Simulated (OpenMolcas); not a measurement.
# C6H6 (fulvene): levels of theory compared

Wanted: a comparison of 6 runs (HF/STO-3G, B3LYP/6-31G*, PBE/def2-SVP, SVWN5/def2-SVP, revPBE/def2-SVP) of C6H6 (fulvene). 

The results are computed with OpenMolcas 26.06.

### 1 The system as given

C6H6: 12 atoms, total charge 0, spin state singlet. As SMILES, `C=C1C=CC=C1`. The shape is that of a PBE0-D4/def2-TZVP optimisation.

Bond lengths: C1–C2 1.336 Å, C2–C3 1.465 Å, C3–C4 1.346 Å, C4–C5 1.466 Å, C2–C6 1.465 Å, C5–C6 1.346 Å, C1–H7 1.084 Å, C1–H8 1.084 Å, C3–H9 1.081 Å, C4–H10 1.082 Å, C5–H11 1.082 Å, C6–H12 1.081 Å. Some angles: C1–C2–C3 126.8°, C1–C2–C6 126.8°, C3–C2–C6 106.3°, C2–C3–C4 107.8°, C3–C4–C5 109.0°, C4–C5–C6 109.0°, C2–C6–C5 107.8°, C2–C1–H7 121.3°, C2–C1–H8 121.3°, C2–C3–H9 124.6°.

### 2 Energy and forces at HF/STO-3G (run 1)

Input file mol.inp:

```
* C6H6 Hartree-Fock
>>> EXPORT MOLCAS_PRINT=2
&GATEWAY
BasLib=$CurrDir
Coord
12
bohr
C     -1.54598494    -3.01902646     1.71322570
C     -0.51003708    -1.01629471     0.57731133
C      1.23380219     0.81333812     1.70566680
C      1.82320777     2.52750869    -0.07880158
C      0.49416338     1.88481284    -2.42395170
C     -0.89119484    -0.21429494    -2.04411675
H     -2.82211699    -4.27040310     0.71148189
H     -1.14404020    -3.45857675     3.67381656
H      1.89426147     0.74568593     3.63658895
H      3.07061598     4.13150823     0.14475302
H      0.62965674     2.95099632    -4.16287768
H     -2.08701353    -1.17956705    -3.38884586
Basis=STO-3G
Group=NoSym
&SEWARD
&SCF
Thresholds=1e-10 1e-07 1e-07 1e-05
PrOrbitals=0
&ALASKA
```

The basis set STO-3G is read from a file made from the Basis Set Exchange's data (not shown).

Run with:

```console
$ export MOLCAS_MEM=1860
$ pymolcas mol.inp > mol.log
```

Standard output:

```text
--- Start Module: gateway ---
[...]
--- Stop Module: gateway /rc=_RC_ALL_IS_WELL_ ---
[...]
      Basis functions           36
[...]
--- Start Module: scf ---
[...]
       Convergence after  12 Iterations
[...]
::    Total SCF energy                               -227.8207091344
[...]
      Total spin, S                                     0.0000000000
[...]
      Total electronic charge=   42.000000
      Total            charge=   -0.000000
[...]
      Dipole Moment (debye):
      Origin of the operator (angstrom)=    0.0460    0.0720   -0.0406
                   X= -2.6550E-01               Y= -5.1356E-01               Z=  2.9116E-01           Total=  6.4731E-01
      Quadrupole Moment (debye*angstrom):
[...]
--- Stop Module: scf /rc=_RC_ALL_IS_WELL_ ---
--- Start Module: alaska ---
[...]
 *              Molecular gradients               *
 **************************************************
  Irreducible representation: a
 ------------------------------------------------------------------------------------------
                              X                       Y                       Z
 ------------------------------------------------------------------------------------------
  C1               -9.09460051030830E-03   -1.75176611248435E-02    9.88251476733648E-03
  C2                2.12898282235502E-02    4.12472179785323E-02   -2.34835042985145E-02
  C3               -1.92379136045662E-02   -3.32251867573308E-02    1.32590923467752E-02
  C4               -2.73438531811809E-03    1.29728523692449E-02   -3.30966710464251E-02
  C5                2.24436519421114E-02    2.51224744471772E-02    1.14345744685416E-02
  C6               -1.36522465496469E-02   -3.05044170496949E-02    2.31074304798247E-02
  H7               -3.37858452313711E-04    6.01901493036738E-04   -2.16328921510378E-03
  H8                1.44036800928538E-03    1.44218421805387E-03    1.06362997393594E-03
[...]
--- Stop Module: alaska /rc=_RC_ALL_IS_WELL_ ---
[...]
```

Run time: 2.2 s. Hardware: 1 thread of Arm Neoverse V2, shared host; peak memory 0.37 GiB.

### 3 Energy and gradient at B3LYP/6-31G(d) (spherical functions) (run 2)

Input file struct.xyz:

```xyz
12

C     -0.818100    -1.597600     0.906600
C     -0.269900    -0.537800     0.305500
C      0.652900     0.430400     0.902600
C      0.964800     1.337500    -0.041700
C      0.261500     0.997400    -1.282700
C     -0.471600    -0.113400    -1.081700
H     -1.493400    -2.259800     0.376500
H     -0.605400    -1.830200     1.944100
H      1.002400     0.394600     1.924400
H      1.624900     2.186300     0.076600
H      0.333200     1.561600    -2.202900
H     -1.104400    -0.624200    -1.793300
```

Input file calc.input:

```
>>> EXPORT MOLCAS_PRINT=2

&GATEWAY
 BasLib = $CurrDir
 Coord = struct.xyz
 Basis = 6-31Gs
 Group = NoSym

&SEWARD
 GridInput
 Grid=UltraFine
 End of Grid

&SCF
 KSDFT = B3LYP
 Thresholds = 1e-10 1e-07 1e-07 1e-05
 PrOrbitals = 1 2

&ALASKA
```

The basis set 6-31G* is read from a file made from the Basis Set Exchange's data (not shown).

Run with:

```console
$ export MOLCAS_MEM=1860
$ pymolcas calc.input > calc.log
```

Standard output:

```text
--- Start Module: gateway ---
[...]
--- Stop Module: gateway /rc=_RC_ALL_IS_WELL_ ---
[...]
      Basis functions           96
[...]
--- Start Module: scf ---
[...]
       Convergence after  18 Iterations
[...]
::    Total KS-DFT energy                            -232.1859861818
[...]
      Total spin, S                                     0.0000000000
[...]
      Total electronic charge=   42.000000
      Total            charge=   -0.000000
[...]
      Dipole Moment (debye):
      Origin of the operator (angstrom)=    0.0460    0.0720   -0.0406
                   X= -2.3214E-01               Y= -4.4907E-01               Z=  2.5457E-01           Total=  5.6601E-01
      Quadrupole Moment (debye*angstrom):
[...]
--- Stop Module: scf /rc=_RC_ALL_IS_WELL_ ---
[...]
--- Start Module: alaska ---
[...]
 *              Molecular gradients               *
 **************************************************
  Irreducible representation: a
 ------------------------------------------------------------------------------------------
                              X                       Y                       Z
 ------------------------------------------------------------------------------------------
  C1                2.95460814930415E-03    5.75059600815742E-03   -3.30358811131148E-03
  C2               -3.07836690367491E-04   -5.15497832602296E-04    2.37140536953007E-04
  C3               -1.75534453437631E-03    1.08247340271450E-03   -6.96267614439350E-03
  C4               -4.42566535230693E-03   -6.63114100466977E-03    1.04618331458539E-03
  C5               -1.80805304886356E-03   -5.38671339100105E-03    5.74186963079981E-03
  C6                4.54211875066513E-03    4.14729432123906E-03    4.13631536092218E-03
  H7                1.31271774917296E-03    1.77628433032240E-03    2.59389864041282E-05
  H8                2.93991010349659E-04    1.26747742376043E-03   -1.70648557315678E-03
[...]
--- Stop Module: alaska /rc=_RC_ALL_IS_WELL_ ---
[...]
```

It took 66 s on 1 thread of Arm Neoverse V2, shared host; peak memory 0.53 GiB.

Runs 3 to 5 aren't shown in full; the table further down has their settings and results.

### 4 Energy and gradient at revPBE/def2-SVP (run 6)

Input file run.input:

```
&gateway
  baslib=$CurrDir
  coord
  12
  angstrom
  C       -0.818100      -1.597600       0.906600
  C       -0.269900      -0.537800       0.305500
  C        0.652900       0.430400       0.902600
  C        0.964800       1.337500      -0.041700
  C        0.261500       0.997400      -1.282700
  C       -0.471600      -0.113400      -1.081700
  H       -1.493400      -2.259800       0.376500
  H       -0.605400      -1.830200       1.944100
  H        1.002400       0.394600       1.924400
  H        1.624900       2.186300       0.076600
  H        0.333200       1.561600      -2.202900
  H       -1.104400      -0.624200      -1.793300
  basis=def2-SVP
  group=NoSym

&seward
  gridinput
  Grid=UltraFine
  End of Grid

&scf
  ksdft=revPBE
  thresholds=1e-10 1e-07 1e-07 1e-05
  prorbitals=1 2

&alaska
```

The basis set def2-SVP is read from a file made from the Basis Set Exchange's data (not shown).

Run with:

```console
$ export MOLCAS_MEM=1860
$ pymolcas run.input > run.log
```

Standard output:

```text
--- Start Module: gateway ---
[...]
--- Stop Module: gateway /rc=_RC_ALL_IS_WELL_ ---
[...]
      Basis functions          114
[...]
--- Start Module: scf ---
[...]
       Convergence after  16 Iterations
[...]
::    Total KS-DFT energy                            -231.9622831867
[...]
      Total spin, S                                     0.0000000000
[...]
      Total electronic charge=   42.000000
      Total            charge=   -0.000000
[...]
      Dipole Moment (debye):
      Origin of the operator (angstrom)=    0.0460    0.0720   -0.0406
                   X= -2.6240E-01               Y= -5.0763E-01               Z=  2.8774E-01           Total=  6.3979E-01
      Quadrupole Moment (debye*angstrom):
[...]
--- Stop Module: scf /rc=_RC_ALL_IS_WELL_ ---
[...]
--- Start Module: alaska ---
[...]
 *              Molecular gradients               *
 **************************************************
  Irreducible representation: a
 ------------------------------------------------------------------------------------------
                              X                       Y                       Z
 ------------------------------------------------------------------------------------------
  C1                6.34430887164950E-03    1.22994091013631E-02   -7.02351679942481E-03
  C2               -4.86494943895091E-03   -9.32837221235719E-03    5.23508144466306E-03
  C3                1.52528376667149E-03    8.22144502073030E-03   -1.21455661458079E-02
  C4               -4.58530202106111E-03   -1.11398802856577E-02    9.52412234741518E-03
  C5               -7.77143756364307E-03   -1.27041839400270E-02    3.97819703929514E-03
  C6                8.93450408545160E-03    1.18250491269123E-02    9.12069612307498E-04
  H7                7.76773925587193E-03    7.86590313860147E-03    5.56906935113655E-03
  H8               -2.07069817347272E-03    3.08920673934621E-03   -1.17323701326910E-02
[...]
--- Stop Module: alaska /rc=_RC_ALL_IS_WELL_ ---
[...]
```

Run time: 66 s. Hardware: 1 thread of Arm Neoverse V2, shared host; peak memory 0.69 GiB.

### 5 All runs side by side

```
run                               level  integration grid  Cartesian functions  energy (Eh)  dipole moment (D)  HOMO energy (eV)  LUMO energy (eV)  wall time
  1                           HF/STO-3G                 –                   no  -227.820709               0.65             -6.75              4.93      2.2 s
  2  B3LYP/6-31G* (spherical functions)         UltraFine                   no  -232.185986               0.57             -5.80             -1.65       66 s
  3  B3LYP/6-31G* (Cartesian functions)         UltraFine                  yes  -232.190873               0.57             -5.80             -1.65       65 s
  4                        PBE/def2-SVP         UltraFine                   no  -231.714698               0.64             -5.27             -2.68       80 s
  5                      SVWN5/def2-SVP         UltraFine                   no  -229.870815               0.65             -5.44             -2.89       57 s
  6                     revPBE/def2-SVP         UltraFine                   no  -231.962283               0.64             -5.21             -2.61       66 s
```

### 6 Outcome

| quantity | value |
| --- | --- |
| run 6: total energy | -231.96228 Eh |
| run 6: dipole moment | 0.64 D |
| run 6: HOMO energy | -5.21 eV |
| run 6: LUMO energy | -2.61 eV |
| run 6: HOMO–LUMO gap | 2.60 eV |
| run 6: largest force on an atom | 0.798 eV/Å |

What this shows: The dipole moment (its size) runs from 0.57 D (B3LYP/6-31G*) to 0.65 D (HF/STO-3G). The two ends differ in method and basis. The HOMO–LUMO gap runs from 2.55 eV (SVWN5/def2-SVP) to 11.68 eV (HF/STO-3G). Totals of different functionals can't be ranked against each other. In run 1 the basis is minimal, so the values are rough. All runs together took 5.6 min, the longest 80 s.
